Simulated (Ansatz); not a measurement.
Ansatz input

```yaml
crystal:
  lattice:
    - [-2.3789385306, 2.3789385306, 2.3789385306]
    - [2.3789385306, -2.3789385306, 2.3789385306]
    - [2.3789385306, 2.3789385306, -2.3789385306]
  atoms:
    - { symbol: Ba, position: [0.0, 0.0, 0.0] }
hamiltonian:
  xc: lda
  pseudopotentials:
    kind: paw
    azcp:
      Ba: "pseudopotentials/Ba.paw.azcp"
basis:
  ecutwfc: 420
  fft_grid_basis: typed
kpoints:
  mp_grid: { grid: [5, 5, 5], shift: [0, 0, 0] }
magnetization:
  spin_polarized: false
scf:
  occupations: { method: fermi_dirac, width: 0.1 }
  lower_state_search: "off"
output:
  stress: true
```

Terminal output

```
Warning: the record states the generating functional pbe (its physics header spells it `PBE`), which answers neither for hamiltonian.xc's functional nor for the lda family's — results may be inconsistent (PPs are generated against a specific XC)
Engine: ansatz 0.2.0, aarch64-unknown-linux-gnu
Pseudopotentials: kind: paw
Pseudopotential: Ba, paw, valence charge 10, recommended cutoff 420 eV (normal) 
Functional definition: SPW92
  exchange = slater_x
  correlation = pw_c
Crystal: 1 atoms, lattice volume = 53.853 Å³
Basis set: ecut = 420 eV, 1055 PW (Γ)
Bands: 9, of which v1, the nominal top of the filled ones, is band 5 counted from 1 (4 counted from 0)
Symmetry: 48 space group operations
Space group: Im-3m (ITA 229), of the structure as read, at distance tolerance 3.8e-5 Å
k-points: 10 of 125
Non-local potential: Ba, projectors of the file, l = 0: 3, l = 1: 2, l = 2: 2, l = 3: 2
PAW form: soft (Blöchl's): semilocal exchange-correlation on the pseudo side does not see the compensation charge
PAW frozen core: Ba, regenerated for the run's functional, and the local potential with it (the file was generated under x = pbe(κ = 0.804, μ = 0.2195149727645171), c = pbe(β = 0.06672455060314922))
PAW one-centre angular grid: Ba, 194 points (default); XC on 64 Gauss nodes
Initial density: superposition of atomic densities (neutral atoms: chi_scale 0, normalization atom), corrected by the library's trained network
Initial wavefunctions: pseudopotential atomic-orbital guess
Functional: x = slater, c = lda
SCF iter   1: F=—  HF=-5779.614362 eV  |F-HF|=—  |Δ(HF+E_count)|=         —  Δρ=3.36e-3  dr2=3.14e-3  ethr=1.77e-3  ⟨swp⟩=7.3  Hψ=855  notcnv=0
SCF iter   2: F=—  HF=-5779.613812 eV  |F-HF|=—  |Δ(HF+E_count)|=   5.50e-4  Δρ=1.49e-3  dr2=6.61e-4  ethr=3.14e-5  ⟨swp⟩=2.1  Hψ=213  notcnv=0
SCF iter   3: F=—  HF=-5779.613773 eV  |F-HF|=—  |Δ(HF+E_count)|=   3.89e-5  Δρ=2.00e-4  dr2=1.81e-5  ethr=6.61e-6  ⟨swp⟩=1.6  Hψ=98  notcnv=0
SCF iter   4: F=—  HF=-5779.613770 eV  |F-HF|=—  |Δ(HF+E_count)|=   3.16e-6  Δρ=2.72e-5  dr2=6.99e-7  ethr=1.81e-7  ⟨swp⟩=2.5  Hψ=140  notcnv=0
iter 5 did not close the SCF: its close was put off for the readings that it lacked (scf_convergence_deferred on its scf_iter line)
SCF iter   5: F=-5779.613770 eV  HF=-5779.613770 eV  |F-HF|=4.34e-8  |Δ(HF+E_count)|=   9.85e-9  Δρ=7.70e-6  dr2=5.62e-8  ethr=6.99e-9  ⟨swp⟩=2.2  Hψ=133  notcnv=0
SCF iter   6: F=-5779.613770 eV  HF=-5779.613770 eV  |F-HF|=1.48e-9  |Δ(HF+E_count)|=   2.50e-8  Δρ=1.45e-6  dr2=1.88e-9  ethr=5.62e-10  ⟨swp⟩=3.0  Hψ=336  notcnv=0
SCF 1 converged in 6 iterations: F = -5779.613770 eV  dr2 = 1.88e-9
SCF converged after 6 iterations
Free energy (F): -5779.613770 eV
Harris-Foulkes:  -5779.613770 eV  (|F-HF|=1.48e-9)
Internal energy: -5779.584356 eV  (E = F + TS)
E sigma→0 (E₀):  -5779.599063 eV
Entropy (-TS):   -0.029414 eV (-29.414 meV/atom)
Fermi energy:    6.917735 eV
--- Per-component energies (eV) ---
  E_band       = -72.641535
  E_kinetic    = 167.595533
  E_local      = -339.809272  (includes V_loc(G=0)·N_el)
  E_nonlocal   = 60.432963
  E_hartree    = 106.098701
  E_xc         = -165.689343
  E_vxc        = -134.338890  (∫ρ·V_xc dr)
  E_paw        = -5057.791105  (= ΣΔE_a)
  E_vpaw       = -38.720084  (= ΣTr[D̂ρ^β])
  E_aug_tail   = -0.000002  (compensation charges beyond the density's cutoff)
  E_ewald      = -550.704346
  E_core_change = 0.282516  (= ΣΔE_core)
  E_smearing   = -0.029414  (= −TS)
  E_closure    = 0.000000  (closes the sum)
  Σ components = -5779.613770   (vs F -5779.613770, Δ=0.00e0)
--- Stress (GPa, compression-positive) ---
       -0.152022       0.000000       0.000000
       -0.000000      -0.152022       0.000000
        0.000000       0.000000      -0.152022
  P = ⅓ Tr σ = -0.1520 GPa (-1.520 kbar)
```

Command:

```sh
ansatz run input.yaml --threads 2 --pin off --max-ram 5120MiB --backend cpu --events-out ev --progress --plain --runs-dir out
```

On 2 threads of Arm Neoverse V1 (shared host) this took about 0.41 s of wall time and 0.61 s of CPU time, with 0.26 GiB at the peak.
